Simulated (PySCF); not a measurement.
# The bond of AlS, level by level, part 1 of 2

What are the lowest state that PBE0 finds, the bond length, vibrational wavenumber and bond energy of AlS, and how much do these hang on the method?

Method: Al 6-31G(d,p), S 6-31G(d,p), no relativity; program: PySCF 2.14.0.

### Step 1. The job

The job is set up so:

| Property | Result |
| --- | --- |
| atoms | Al, S |
| charge | 0 |
| basis | Al 6-31G(d,p), S 6-31G(d,p) |
| Hamiltonian | no relativity |
| basis functions | 36 |
| electrons treated | 29 |
| masses in u | 26.9815, 31.9721 |
| levels | PBE0, PBE, r²SCAN, B3LYP, PW91, BHandHLYP, ωB97X, HF, MP2, SCS-MP2, CCSD, CCSD(T) |
| grid | 80 radial by 434 angular points |
| occupations | held fixed by the projection of orbital angular momentum |
| dissociation limit | Al + S, each in its ground configuration |
| starting distance in angstrom | 2.180 |
| values of 2S to try | 1, 3 |

On the command line:

```sh
OMP_NUM_THREADS=1 python dia.py task.json out
```

The job searches for the state first and then visits each distance with every level. Its results follow level by level.

### Step 2. Which determinant to follow

Unrestricted PBE0 solutions at 2.180 Å, counted from the lowest. The search isn't exhaustive.

```
2Ms+1   unpaired          term  E (eV)  ⟨S²⟩  ⟨Lz²⟩  μ (D)
    2        σ ↑           ²Σ⁺    0.00  0.76   0.00  -4.24
    2        π ↑            ²Π    0.45  0.75   1.01  -0.81
    4  σ ↑, π ↑↑  not assigned    2.72  3.75   2.01  -1.06
    4  σ ↑, π ↑↑  not assigned    2.97  3.75   2.00  -1.17
    2  σ ↑, π ↑↓  not assigned    3.10  1.75   2.01  -1.28
    4  σ ↑↑, π ↑            ⁴Π    5.17  3.76   1.00  -2.02
    4      π ↑↑↑            ⁴Π    5.21  3.76   1.00   4.91
    4  σ ↑↑, π ↑            ⁴Π    5.39  3.75   1.01  -0.64
    4      σ ↑↑↑           ⁴Σ⁺    7.84  3.78   0.00  -1.25
```

A term symbol stands only where ⟨S²⟩ and ⟨Lz²⟩ are near those of a pure state. A positive dipole means Al(−)S(+).

Followed over a short scan are these candidates:

```csv
2Ms+1,unpaired,R at minimum (Å),energy at minimum (eV)
2,σ ↑,2.05,0.00
2,π ↑,2.28,0.57
4,"σ ↑, π ↑↑",2.26,2.85
```

The search made 9 SCF attempts at the starting distance; with the short scans it took 5 s of wall time (1 thread, shared host).

### Step 3. PBE0 along the bond

State followed: ²Σ⁺ (doublet), unpaired electrons σ ↑. The scan is laid around 2.047 Å.

Log of the SCF at 2.047 Å:

```text
******** <class 'pyscf.dft.uks_symm.SymAdaptedUKS'> ********
method = SymAdaptedUKS
initial guess = minao
damping factor = 0
level_shift factor = 0
DIIS = <class 'pyscf.scf.diis.CDIIS'>
diis_start_cycle = 1
diis_space = 10
diis_damp = 0
SCF conv_tol = 1e-09
SCF conv_tol_grad = None
SCF max_cycles = 60
direct_scf = False
max_memory 909 MB (current use 255 MB)
number electrons alpha = 15  beta = 14
XC library pyscf.dft.libxc version 7.0.0
    S. Lehtola, C. Steigemann, M. J.T. Oliveira, and M. A.L. Marques.,  SoftwareX 7, 1–5 (2018)
XC functionals = PBE0
    C. Adamo and V. Barone.,  J. Chem. Phys. 110, 6158 (1999)
    M. Ernzerhof and G. E. Scuseria.,  J. Chem. Phys. 110, 5029 (1999)
small_rho_cutoff = 0
Overwritten attributes  get_k get_occ get_j get_hcore get_jk  of <class 'pyscf.dft.uks_symm.SymAdaptedUKS'>
Set gradient conv threshold to 3.16228e-05
init E= -640.315809983254
cycle= 1 E= -640.324978141453  delta_E= -0.00917  |g|= 0.00914  |ddm|= 0.0275
cycle= 2 E= -640.324814394657  delta_E= 0.000164  |g|= 0.017  |ddm|= 0.0353
cycle= 3 E= -640.325057111269  delta_E= -0.000243  |g|= 0.00243  |ddm|= 0.0246
cycle= 4 E= -640.325062099308  delta_E= -4.99e-06  |g|= 0.000593  |ddm|= 0.00431
cycle= 5 E= -640.325062894349  delta_E= -7.95e-07  |g|= 0.00013  |ddm|= 0.00212
cycle= 6 E= -640.325063030686  delta_E= -1.36e-07  |g|= 3.69e-05  |ddm|= 0.00121
cycle= 7 E= -640.325063041208  delta_E= -1.05e-08  |g|= 1.45e-05  |ddm|= 0.000304
cycle= 8 E= -640.325063042577  delta_E= -1.37e-09  |g|= 1.99e-06  |ddm|= 0.000128
cycle= 9 E= -640.325063042585  delta_E= -8.41e-12  |g|= 1.39e-07  |ddm|= 9.29e-06
Extra cycle  E= -640.325063042586  delta_E= -6.82e-13  |g|= 2.51e-07  |ddm|= 6.34e-07
converged SCF energy = -640.325063042586  <S^2> = 0.75703377  2S+1 = 2.0070214
```

The curve and what changes along it:

| R (Å) | E (eV) | μ (D) | Mulliken charge of Al (e) | Mayer bond order | ⟨S²⟩ | HOMO (eV) | LUMO (eV) |
| --- | --- | --- | --- | --- | --- | --- | --- |
| 1.7604 | 1.2829 | -3.13 | 0.21 | 2.32 | 0.75 | -7.08 | -3.84 |
| 1.8423 | 0.5594 | -3.39 | 0.25 | 2.25 | 0.75 | -7.20 | -4.00 |
| 1.9242 | 0.1673 | -3.63 | 0.28 | 2.18 | 0.76 | -7.30 | -4.15 |
| 1.9856 | 0.0330 | -3.80 | 0.31 | 2.12 | 0.76 | -7.22 | -4.25 |
| 2.0470 | 0.0000 | -3.95 | 0.33 | 2.05 | 0.76 | -7.10 | -4.35 |
| 2.1084 | 0.0430 | -4.09 | 0.35 | 1.98 | 0.76 | -6.99 | -4.43 |
| 2.1903 | 0.1835 | -4.26 | 0.38 | 1.88 | 0.76 | -6.85 | -4.51 |
| 2.2926 | 0.4411 | -4.45 | 0.41 | 1.73 | 0.76 | -6.69 | -4.58 |
| 2.4155 | 0.8058 | -4.69 | 0.43 | 1.53 | 0.77 | -6.51 | -4.60 |
| 2.5792 | 1.3033 | -5.09 | 0.46 | 1.30 | 0.77 | -6.28 | -4.54 |

Constants from the curve: Re = 2.040 Å, ωe = 621 cm⁻¹, ωexe = 3.25 cm⁻¹, αe = 0.00171 cm⁻¹, Be = 0.2768 cm⁻¹, De = 4.10 eV, μ = -3.93 D.

Orbitals nearest the gap at 2.047 Å:

| spin | orbital | ε (eV) | filled | made of |
| --- | --- | --- | --- | --- |
| α | σ | -18.70 | yes | S s 86 % |
| β | σ | -18.20 | yes | S s 86 % |
| α | σ | -10.43 | yes | Al s 54 %, S p 37 % |
| β | σ | -9.40 | yes | Al s 51 %, S p 39 %, S s 9 % |
| α | σ | -7.43 | yes | Al p 37 %, S p 33 %, Al s 27 % |
| α | π | -7.20 | yes | S p 82 %, Al p 16 % |
| α | π | -7.20 | yes | S p 82 %, Al p 16 % |
| β | π | -7.10 | yes | S p 84 %, Al p 14 % |
| β | π | -7.10 | yes | S p 84 %, Al p 14 % |
| β | σ | -4.35 | no | Al s 41 %, S p 29 %, Al p 29 % |
| α | π | -1.81 | no | Al p 85 %, S p 13 % |
| α | π | -1.81 | no | Al p 85 %, S p 13 % |
| β | π | -1.20 | no | Al p 87 %, S p 12 % |

Polarisability there: 74.8 bohr³ along the bond, 40.5 across it. Without diffuse functions these come out too small, above all across the bond.

### Step 4. Fields at the reference distance

The fields below are evaluated on a grid from the run's orbitals.

Frontier orbitals at PBE0 (alpha spin), with the share of their density that lies nearest to each atom:

```
orbital  energy (eV)            lies on
   HOMO        -7.20  S2 81 %; Al1 19 %
   LUMO        -1.81  Al1 82 %; S2 18 %
```

ELF in a plane through or near 2 of the atoms.

Ten even steps from '0' (0.00) to '9' (1.00):
```
0000000000000000000000000000
0000123322111111122210000000
0012466654332222344432100000
0146788776544444556654210000
0267888877655445667665310000
1588999987556666788876420000
3799999843236777888887531000
5899999401103778756788631000
6999998146731676222178641100
6999997177871574396358741100
6999997177871574396258741100
6999998146741676121178641100
5899999411103778656788631000
3799999843236777888887531000
1588999987556666788876420000
0267888877655445667665310000
0146788776544444556654210000
0012466654332222344432100000
0000123322111111122210000000
0000000000000000000000000000
```
The map spans 7.2 Å across and 5.2 Å up, centred on the molecule. Atoms in the plane (x, y in Å): Al1 (-1.0, 0.0), S2 (1.0, 0.0).

log10 of the density (e/Å³) in the same plane.

Ten even steps from ' ' (-4.0) to '@' (3.3):
```
        ......................................          
    ........::::::::::::::::::::::::::::::......        
  ......::::::::::::::::::::::::----::::::::::....      
......::::::--------------------------------::::....    
....::::::----------------------------------::::......  
..::::::------------======================----::::....  
..::::::----====================++++++++====----::::..  
..::::----========++++======++++++++++++++====--::::....
::::------======++******++++++++******++++====--::::....
::::------====++**##@@##++++++++##@@##**++++==----::::..
::::------====++**##@@##++++++++##@@##**++++==----::::..
::::------======++******++++++++******++++====--::::....
..::::----========++++======++++++++++++++====--::::....
..::::::----====================++++++++====----::::..  
..::::::------------======================----::::....  
....::::::----------------------------------::::......  
......::::::--------------------------------::::....    
  ......::::::::::::::::::::::::----::::::::::....      
    ........::::::::::::::::::::::::::::::......        
        ......................................          
```
The map spans 7.2 Å across and 5.2 Å up, centred on the molecule. Atoms in the plane (x, y in Å): Al1 (-1.0, 0.0), S2 (1.0, 0.0).

On the surface of density 0.002 e/bohr³ the electrostatic potential runs, from the 1st to the 99th percentile, from -1.09 V near S2 to 1.89 V near Al1.

The spin density lies nearest to Al1 70 %; S2 30 %.

### Step 5. Excited determinants

State 2: ²Π (doublet), unpaired electrons π ↑, an excited solution.

The SCF at the reference distance, 2.047 Å, printed:

```text
[... 13 set-up lines left out, the same as in an earlier log ...]
max_memory 909 MB (current use 297 MB)
[... 8 set-up lines left out, the same as in an earlier log ...]
init E= -640.28526610522
cycle= 1 E= -640.290817662525  delta_E= -0.00555  |g|= 0.00614  |ddm|= 0.0315
cycle= 2 E= -640.290824258023  delta_E= -6.6e-06  |g|= 0.0062  |ddm|= 0.0253
cycle= 3 E= -640.290856902923  delta_E= -3.26e-05  |g|= 0.000436  |ddm|= 0.0112
cycle= 4 E= -640.290857029633  delta_E= -1.27e-07  |g|= 0.000111  |ddm|= 0.000751
cycle= 5 E= -640.290857041192  delta_E= -1.16e-08  |g|= 1.48e-05  |ddm|= 0.000254
cycle= 6 E= -640.290857041504  delta_E= -3.12e-10  |g|= 2.75e-06  |ddm|= 5.68e-05
Extra cycle  E= -640.290857041527  delta_E= -2.32e-11  |g|= 1.28e-06  |ddm|= 1.22e-05
converged SCF energy = -640.290857041527  <S^2> = 0.75314776  2S+1 = 2.0031453
```

Re = 2.278 Å, ωe = 431 cm⁻¹, ωexe = 1.76 cm⁻¹, αe = 0.00140 cm⁻¹, Be = 0.2219 cm⁻¹, μ = -1.39 D. Its minimum lies 0.56 eV above that of the lowest state.

State 3: quartet, unpaired electrons σ ↑, π ↑↑, an excited solution.

Log of the SCF at 2.047 Å:

```text
[... 13 set-up lines left out, the same as in an earlier log ...]
max_memory 909 MB (current use 273 MB)
number electrons alpha = 16  beta = 13
[... 7 set-up lines left out, the same as in an earlier log ...]
init E= -640.202683774315
cycle= 1 E= -640.208812925409  delta_E= -0.00613  |g|= 0.00471  |ddm|= 0.0292
cycle= 2 E= -640.208820154348  delta_E= -7.23e-06  |g|= 0.00428  |ddm|= 0.0145
cycle= 3 E= -640.208834819157  delta_E= -1.47e-05  |g|= 0.000549  |ddm|= 0.00733
cycle= 4 E= -640.208835071583  delta_E= -2.52e-07  |g|= 0.000204  |ddm|= 0.00125
cycle= 5 E= -640.20883512732  delta_E= -5.57e-08  |g|= 3.9e-05  |ddm|= 0.000563
cycle= 6 E= -640.208835132292  delta_E= -4.97e-09  |g|= 6.84e-06  |ddm|= 0.000221
cycle= 7 E= -640.208835132405  delta_E= -1.13e-10  |g|= 1.26e-06  |ddm|= 3.28e-05
Extra cycle  E= -640.208835132409  delta_E= -3.64e-12  |g|= 5.3e-07  |ddm|= 3.75e-06
converged SCF energy = -640.208835132409  <S^2> = 3.7536789  2S+1 = 4.001839
```

Re = 2.255 Å, ωe = 438 cm⁻¹; the determinant mixes terms (⟨S²⟩ = 3.75, ⟨Lz²⟩ = 2.01), so these belong to no real state. Its minimum lies 2.85 eV above that of the lowest state.

Energy (eV) from the lowest point of the lowest state:

```
R (Å)  lowest  state 2  state 3
1.760   1.283    3.503    5.673
1.842   0.559    2.378    4.560
1.924   0.167    1.611    3.810
1.986   0.033    1.212    3.427
2.047   0.000    0.931    3.163
2.108   0.043    0.742    2.993
2.190   0.183    0.603    2.877
2.293   0.441    0.560    2.860
2.416   0.806    0.638    2.957
2.579   1.303    0.870    3.179
```

### Step 6. PBE

The SCF at the reference distance, 2.047 Å, printed:

```text
[... 17 set-up lines left out, the same as in an earlier log ...]
XC functionals = PBE
    J. P. Perdew, K. Burke, and M. Ernzerhof.,  Phys. Rev. Lett. 77, 3865 (1996)
    J. P. Perdew, K. Burke, and M. Ernzerhof.,  Phys. Rev. Lett. 78, 1396 (1997)
    J. P. Perdew, K. Burke, and M. Ernzerhof.,  Phys. Rev. Lett. 77, 3865 (1996)
    J. P. Perdew, K. Burke, and M. Ernzerhof.,  Phys. Rev. Lett. 78, 1396 (1997)
[... 2 set-up lines left out, the same as in an earlier log ...]
init E= -640.271511790385
cycle= 1 E= -640.270645644186  delta_E= 0.000866  |g|= 0.0452  |ddm|= 0.111
cycle= 2 E= -640.250918769468  delta_E= 0.0197  |g|= 0.151  |ddm|= 0.284
cycle= 3 E= -640.272610336221  delta_E= -0.0217  |g|= 0.00288  |ddm|= 0.215
cycle= 4 E= -640.272619717387  delta_E= -9.38e-06  |g|= 0.00153  |ddm|= 0.00883
cycle= 5 E= -640.272622128171  delta_E= -2.41e-06  |g|= 0.000206  |ddm|= 0.00225
cycle= 6 E= -640.272622171305  delta_E= -4.31e-08  |g|= 3.29e-05  |ddm|= 0.000344
cycle= 7 E= -640.272622172577  delta_E= -1.27e-09  |g|= 1.49e-05  |ddm|= 8.02e-05
cycle= 8 E= -640.272622172971  delta_E= -3.94e-10  |g|= 5.09e-06  |ddm|= 5.54e-05
Extra cycle  E= -640.272622172663  delta_E= 3.08e-10  |g|= 1.9e-05  |ddm|= 3.48e-05
converged SCF energy = -640.272622172663  <S^2> = 0.75437312  2S+1 = 2.0043684
```

Re = 2.060 Å, ωe = 599 cm⁻¹, ωexe = 2.92 cm⁻¹, αe = 0.00165 cm⁻¹, Be = 0.2715 cm⁻¹, De = 4.34 eV, μ = -3.51 D.

### Step 7. r²SCAN (meta-GGA)

Log of the SCF at 2.047 Å:

```text
[... 17 set-up lines left out, the same as in an earlier log ...]
XC functionals = R2SCAN
    J. W. Furness, A. D. Kaplan, J. Ning, J. P. Perdew, and J. Sun.,  J. Phys. Chem. Lett. 11, 8208-8215 (2020)
    J. W. Furness, A. D. Kaplan, J. Ning, J. P. Perdew, and J. Sun.,  J. Phys. Chem. Lett. 11, 9248-9248 (2020)
    J. W. Furness, A. D. Kaplan, J. Ning, J. P. Perdew, and J. Sun.,  J. Phys. Chem. Lett. 11, 8208-8215 (2020)
    J. W. Furness, A. D. Kaplan, J. Ning, J. P. Perdew, and J. Sun.,  J. Phys. Chem. Lett. 11, 9248-9248 (2020)
[... 2 set-up lines left out, the same as in an earlier log ...]
init E= -640.525535549375
cycle= 1 E= -640.526055983302  delta_E= -0.00052  |g|= 0.00623  |ddm|= 0.0747
cycle= 2 E= -640.525816734136  delta_E= 0.000239  |g|= 0.0179  |ddm|= 0.0347
cycle= 3 E= -640.526106691951  delta_E= -0.00029  |g|= 0.000844  |ddm|= 0.0252
cycle= 4 E= -640.526108509994  delta_E= -1.82e-06  |g|= 0.000594  |ddm|= 0.00448
cycle= 5 E= -640.526108893063  delta_E= -3.83e-07  |g|= 0.000122  |ddm|= 0.00141
cycle= 6 E= -640.526108928393  delta_E= -3.53e-08  |g|= 3.26e-05  |ddm|= 0.000476
cycle= 7 E= -640.526108935586  delta_E= -7.19e-09  |g|= 9.54e-06  |ddm|= 0.000264
cycle= 8 E= -640.526108936257  delta_E= -6.71e-10  |g|= 3.12e-06  |ddm|= 9.74e-05
Extra cycle  E= -640.526108936191  delta_E= 6.64e-11  |g|= 9.56e-06  |ddm|= 1.9e-05
converged SCF energy = -640.526108936191  <S^2> = 0.75753953  2S+1 = 2.0075254
```

Re = 2.038 Å, ωe = 631 cm⁻¹, ωexe = 3.07 cm⁻¹, αe = 0.00163 cm⁻¹, Be = 0.2773 cm⁻¹, De = 4.37 eV, μ = -3.92 D. 6.8 s of CPU time for 12 points, integrals apart.

### Step 8. B3LYP

Log of the SCF at 2.047 Å:

```text
[... 13 set-up lines left out, the same as in an earlier log ...]
max_memory 909 MB (current use 276 MB)
[... 3 set-up lines left out, the same as in an earlier log ...]
XC functionals = B3LYP
    P. J. Stephens, F. J. Devlin, C. F. Chabalowski, and M. J. Frisch.,  J. Phys. Chem. 98, 11623 (1994)
[... 2 set-up lines left out, the same as in an earlier log ...]
init E= -640.613515968596
cycle= 1 E= -640.613909367373  delta_E= -0.000393  |g|= 0.0048  |ddm|= 0.0597
cycle= 2 E= -640.613866531381  delta_E= 4.28e-05  |g|= 0.00935  |ddm|= 0.025
cycle= 3 E= -640.613950448471  delta_E= -8.39e-05  |g|= 0.00128  |ddm|= 0.0146
cycle= 4 E= -640.613953502422  delta_E= -3.05e-06  |g|= 0.00069  |ddm|= 0.00384
cycle= 5 E= -640.613954613017  delta_E= -1.11e-06  |g|= 0.000156  |ddm|= 0.00293
cycle= 6 E= -640.613954680404  delta_E= -6.74e-08  |g|= 6.98e-05  |ddm|= 0.000732
cycle= 7 E= -640.613954692478  delta_E= -1.21e-08  |g|= 1.42e-05  |ddm|= 0.000282
cycle= 8 E= -640.61395469351  delta_E= -1.03e-09  |g|= 3.7e-06  |ddm|= 8.95e-05
cycle= 9 E= -640.613954693584  delta_E= -7.4e-11  |g|= 5.96e-07  |ddm|= 2.76e-05
Extra cycle  E= -640.613954693582  delta_E= 1.48e-12  |g|= 8.03e-07  |ddm|= 2.15e-06
converged SCF energy = -640.613954693582  <S^2> = 0.755032  2S+1 = 2.0050257
```

Re = 2.056 Å, ωe = 592 cm⁻¹, ωexe = 3.31 cm⁻¹, αe = 0.00179 cm⁻¹, Be = 0.2725 cm⁻¹, De = 3.96 eV, μ = -3.75 D. 5.4 s of CPU time for 12 points, integrals apart.

### Step 9. PW91

Output of the SCF at 2.047 Å:

```text
[... 13 set-up lines left out, the same as in an earlier log ...]
max_memory 909 MB (current use 274 MB)
[... 3 set-up lines left out, the same as in an earlier log ...]
XC functionals = PW91,PW91
    J. P. Perdew. In P. Ziesche and H. Eschrig, editors, Proceedings of the 75. WE-Heraeus-Seminar and 21st Annual International Symposium on Electronic Structure of Solids, 11. Berlin, 1991. Akademie Verlag.
    J. P. Perdew, J. A. Chevary, S. H. Vosko, K. A. Jackson, M. R. Pederson, D. J. Singh, and C. Fiolhais.,  Phys. Rev. B 46, 6671 (1992)
    J. P. Perdew, J. A. Chevary, S. H. Vosko, K. A. Jackson, M. R. Pederson, D. J. Singh, and C. Fiolhais.,  Phys. Rev. B 48, 4978 (1993)
    J. P. Perdew. In P. Ziesche and H. Eschrig, editors, Proceedings of the 75. WE-Heraeus-Seminar and 21st Annual International Symposium on Electronic Structure of Solids, 11. Berlin, 1991. Akademie Verlag.
    J. P. Perdew, J. A. Chevary, S. H. Vosko, K. A. Jackson, M. R. Pederson, D. J. Singh, and C. Fiolhais.,  Phys. Rev. B 46, 6671 (1992)
    J. P. Perdew, J. A. Chevary, S. H. Vosko, K. A. Jackson, M. R. Pederson, D. J. Singh, and C. Fiolhais.,  Phys. Rev. B 48, 4978 (1993)
[... 2 set-up lines left out, the same as in an earlier log ...]
init E= -640.548981423155
cycle= 1 E= -640.548744363041  delta_E= 0.000237  |g|= 0.0369  |ddm|= 0.108
cycle= 2 E= -640.534670703785  delta_E= 0.0141  |g|= 0.127  |ddm|= 0.239
cycle= 3 E= -640.550095216807  delta_E= -0.0154  |g|= 0.00401  |ddm|= 0.178
cycle= 4 E= -640.550114620638  delta_E= -1.94e-05  |g|= 0.00102  |ddm|= 0.0101
cycle= 5 E= -640.55011539807  delta_E= -7.77e-07  |g|= 0.000435  |ddm|= 0.00152
cycle= 6 E= -640.55011559534  delta_E= -1.97e-07  |g|= 4.57e-05  |ddm|= 0.000672
cycle= 7 E= -640.550115600302  delta_E= -4.96e-09  |g|= 2.2e-05  |ddm|= 0.000203
cycle= 8 E= -640.550115601009  delta_E= -7.07e-10  |g|= 3.91e-06  |ddm|= 6.51e-05
Extra cycle  E= -640.550115600836  delta_E= 1.73e-10  |g|= 1.43e-05  |ddm|= 2.66e-05
converged SCF energy = -640.550115600836  <S^2> = 0.75457322  2S+1 = 2.004568
```

Re = 2.058 Å, ωe = 599 cm⁻¹, ωexe = 2.93 cm⁻¹, αe = 0.00166 cm⁻¹, Be = 0.2720 cm⁻¹, De = 4.36 eV, μ = -3.51 D. 3.7 s of CPU time for 12 points, integrals apart.

### Step 10. BHandHLYP

Output of the SCF at 2.047 Å:

```text
[... 17 set-up lines left out, the same as in an earlier log ...]
XC functionals = BHANDHLYP
    A. D. Becke.,  J. Chem. Phys. 98, 1372 (1993)
    Defined through Gaussian implementation.
[... 2 set-up lines left out, the same as in an earlier log ...]
init E= -640.576988585253
cycle= 1 E= -640.577587550224  delta_E= -0.000599  |g|= 0.0145  |ddm|= 0.0613
cycle= 2 E= -640.577469152277  delta_E= 0.000118  |g|= 0.0201  |ddm|= 0.0521
cycle= 3 E= -640.577816567504  delta_E= -0.000347  |g|= 0.00182  |ddm|= 0.0285
cycle= 4 E= -640.577837067848  delta_E= -2.05e-05  |g|= 0.000905  |ddm|= 0.011
cycle= 5 E= -640.577841765034  delta_E= -4.7e-06  |g|= 0.000471  |ddm|= 0.00555
cycle= 6 E= -640.577843004991  delta_E= -1.24e-06  |g|= 9.21e-05  |ddm|= 0.0039
cycle= 7 E= -640.577843046675  delta_E= -4.17e-08  |g|= 2.69e-05  |ddm|= 0.000657
cycle= 8 E= -640.577843049935  delta_E= -3.26e-09  |g|= 9.45e-06  |ddm|= 0.000142
cycle= 9 E= -640.577843050467  delta_E= -5.32e-10  |g|= 1.12e-06  |ddm|= 7.81e-05
Extra cycle  E= -640.577843050469  delta_E= -2.39e-12  |g|= 7.65e-07  |ddm|= 3.82e-06
converged SCF energy = -640.577843050469  <S^2> = 0.75992563  2S+1 = 2.0099011
```

Re = 2.039 Å, ωe = 606 cm⁻¹, ωexe = 3.89 cm⁻¹, αe = 0.00196 cm⁻¹, Be = 0.2772 cm⁻¹, De = 3.66 eV, μ = -4.17 D. 3.8 s of CPU time for 12 points, integrals apart.

### Step 11. ωB97X (range-separated hybrid)

Output of the SCF at 2.047 Å:

```text
[... 17 set-up lines left out, the same as in an earlier log ...]
XC functionals = WB97X
    J.-D. Chai and M. Head-Gordon.,  J. Chem. Phys. 128, 084106 (2008)
[... 2 set-up lines left out, the same as in an earlier log ...]
init E= -640.554955645292
cycle= 1 E= -640.55601068071  delta_E= -0.00106  |g|= 0.0127  |ddm|= 0.0684
cycle= 2 E= -640.556148443528  delta_E= -0.000138  |g|= 0.00965  |ddm|= 0.0346
cycle= 3 E= -640.556237746932  delta_E= -8.93e-05  |g|= 0.00302  |ddm|= 0.0154
cycle= 4 E= -640.556270260718  delta_E= -3.25e-05  |g|= 0.00134  |ddm|= 0.0112
cycle= 5 E= -640.556283145842  delta_E= -1.29e-05  |g|= 0.000581  |ddm|= 0.00938
cycle= 6 E= -640.556285158137  delta_E= -2.01e-06  |g|= 0.000204  |ddm|= 0.00411
cycle= 7 E= -640.5562853699  delta_E= -2.12e-07  |g|= 3.86e-05  |ddm|= 0.00163
cycle= 8 E= -640.556285375085  delta_E= -5.18e-09  |g|= 1.11e-05  |ddm|= 0.000226
cycle= 9 E= -640.556285375638  delta_E= -5.53e-10  |g|= 4.36e-06  |ddm|= 6.01e-05
Extra cycle  E= -640.556285375705  delta_E= -6.7e-11  |g|= 2.8e-06  |ddm|= 1.3e-05
converged SCF energy = -640.556285375705  <S^2> = 0.75896091  2S+1 = 2.0089409
```

Re = 2.031 Å, ωe = 626 cm⁻¹, ωexe = 3.74 cm⁻¹, αe = 0.00180 cm⁻¹, Be = 0.2792 cm⁻¹, De = 3.97 eV, μ = -4.12 D.

(Continued in part 2 of 2.)
